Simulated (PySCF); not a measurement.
# LiHO, a cluster of ions: interaction energy

An exercise on one series of results from a longer session: the logs are not shown, and one member is left open.

Computed with PySCF 2.14.0; each step states its level. No surroundings beyond the atoms listed, unless a continuum is named. Atoms count from 0, parts from 1.

## Starting point

3 atoms, charge 0, multiplicity 1; geometry: GFN2-xTB. Parts: 1 = atom 0, `[Li+]`, charge 1; 2 = atoms 1–2, `[OH-]`, charge -1.

The first run:

What the job is given:

```
{"job": {"xc": "PBE0", "basis": "def2-SVPD", "d3": "d3bj", "grid": 2, "kind": "geom"}, "charge": 0, "multiplicity": 1, "parts": [{"atoms": "0-0", "charge": 1, "multiplicity": 1}, {"atoms": "1-2", "charge": -1, "multiplicity": 1}]}
Li    -0.185401    -0.300516    -0.017500
O     -1.620601    -0.717577    -0.317533
H     -2.513847    -0.977263    -0.504258
```

Launch:

```
OMP_NUM_THREADS=1 python cluster_run.py task.json out
```

The driver reads the jobs from task.json and runs them one after another.

Among the steps run: Relaxing the molecule at PBE0-D3(BJ)/def2-SVPD; Coupled-cluster interaction energy: CCSD(T) and MP2, 1.43 Å; Coupled-cluster interaction energy: CCSD(T) and MP2, 1.51 Å; Coupled-cluster interaction energy: CCSD(T) and MP2, 1.59 Å; Coupled-cluster interaction energy: CCSD(T) and MP2, 1.75 Å; Coupled-cluster interaction energy: CCSD(T) and MP2, 1.98 Å; Coupled-cluster interaction energy: CCSD(T) and MP2, 2.38 Å; Coupled-cluster interaction energy: CCSD(T) and MP2, 3.17 Å.

One of the session's tables, all rows but one given; the rest of the session is left out.

It belongs to the step «Coupled-cluster interaction energy: CCSD(T) and MP2, 3.17 Å». 

| method | interaction energy (kcal/mol) |
| --- | --- |
| HF/aug-cc-pVDZ | ? |
| MP2/aug-cc-pVDZ | -109.42 |
| CCSD/aug-cc-pVDZ | -109.51 |
| CCSD(T)/aug-cc-pVDZ | -109.51 |
| HF/aug-cc-pVTZ | -110.27 |
| MP2/aug-cc-pVTZ | -109.43 |
| SCS-MP2/aug-cc-pVTZ | -109.46 |
| MP2, extrapolated | -109.37 |
| CCSD(T), limit estimate | -109.46 |

Q: Estimate the row for HF/aug-cc-pVDZ from the others.

**Answer.** interaction energy (kcal/mol): -110.09. In the column «interaction energy (kcal/mol)» it lies between HF/aug-cc-pVTZ (-110.27) and CCSD/aug-cc-pVDZ (-109.51).

In this run the core of Li (1s) is correlated, in a basis without core functions; only the other cores are frozen.

To keep in mind: At 2.38 Å a test (T1, the size of the triples or of CCSD(T) less MP2, charge moved between the parts) flags the run, so its CCSD(T) estimate is not taken as a benchmark. At 3.17 Å a test (T1, the size of the triples or of CCSD(T) less MP2, charge moved between the parts) flags the run, so its CCSD(T) estimate is not taken as a benchmark.
